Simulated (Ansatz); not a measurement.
What does this script print? It uses Ansatz 0.2.0, Python API.

Input file `fhosi.xyz`:
```text
4

O    -0.58790    0.74980   -0.17120
Si    0.29300    0.04800    0.96960
F     0.90970   -1.22470    0.23460
H    -0.55930    0.36660   -1.05330
```

Script `cas.py`:
```python
import warnings

import ansatz as az


def main() -> None:
    warnings.simplefilter("ignore", az.DeckWarning)

    geometry = az.Crystal.molecule_from_extxyz("fhosi.xyz")

    base = geometry.calculation().basis(gaussian="def2-SVP").correlation(active_electrons=4, active_orbitals=4)
    for method in ["sc_nevpt2"]:
        report = (base if method is None else base.correlation(method)).run(threads=1).report
        space = report["configurations"]
        state = space["states"][0]
        print(method or "casscf", f"total {report['free_energy_ev'] / 27.211386246:.6f} Ha, active-space state {state['energy']['hartree']:.6f} Ha, mean field {report['reference_energy_ev'] / 27.211386246:.6f} Ha")
        print("  determinants", state["n_determinants"], " natural occupations", [round(n, 3) for n in space["natural_occupations"]])
    print("effectively unpaired electrons, sum of min(n, 2 - n):", round(sum(min(n, 2 - n) for n in space["natural_occupations"]), 3))


if __name__ == "__main__":
    main()
```

`python cas.py` gives:
```text
RunWarning: the results are in doubt because another end's mean lies 0.526 eV lower, and its corrected mean 0.371 eV higher
sc_nevpt2 total -464.103962 Ha, active-space state -463.680490 Ha, mean field -463.652098 Ha
  determinants 36  natural occupations [1.999, 1.917, 0.062, 0.022]
effectively unpaired electrons, sum of min(n, 2 - n): 0.168
```
(Warnings from the package without file and line.)

Notes:
- Total energies depend on the basis set; only differences at equal settings carry meaning.
- The geometry is a force-field or estimated start, not a minimum of this method, and the basis set is short of its limit. The active space starts as a window about the frontier orbitals and is then optimised, not chosen by chemistry.
- A lower CASSCF solution was found and passed over, so the printed active-space state isn't the lowest.
- The script silences the warnings on its input, which a real study should read.
- Run time: 5.7 s on 1 thread of Arm Neoverse V2, on a shared host, peak memory 0.16 GiB.

(Lines on the test bed's own set-up are left out of the output.)
